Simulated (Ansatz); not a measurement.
Gas-phase electronic energies from Ansatz, PBE0-D4/def2-TZVP geometries. CCSD(T)/CBS is the MP2 limit (def2-TZVPP, def2-QZVPP) plus CCSD(T) − MP2 in def2-TZVPP, frozen cores. Functionals use def2-TZVPP. One conformer a species, not always the lowest.

`C=CC(=C)F` → `CCC#CF`  (isomerisation)

```csv
level,ΔE (kJ/mol)
LDA (SPW92),139.4
ωB97X-V,132.0
B2PLYP,134.4
BLYP,142.2
```

What does CCSD(T)/CBS give? (An estimate is asked.)

Ansatz gave: +135.9 kJ/mol. The listed levels differ from it by 3.5, -3.9, -1.5, 6.3 kJ/mol.

What do rigid-rotor, harmonic-oscillator terms from PBE0-D4/def2-TZVP frequencies (298.15 K, 1 bar) make of the CCSD(T)/CBS value? (Best estimate.)

The calculation gave: ΔZPE = +0.8 kJ/mol, ΔH = +138.2 kJ/mol, ΔS = 12 J/(mol·K), ΔG = +134.6 kJ/mol.

Largest T1 diagnostic among the species: 0.012.

Leaving LDA and LC-ωPBE aside and taking each functional with its dispersion term where it has one, the values, not all of them listed here, spread over 20.1 kJ/mol, from PBE-QIDH to B97M-V. From r2SCAN to r2SCAN0 (25 % exact exchange), in def2-TZVPP and without D4, ΔE moves by −5.5 kJ/mol.
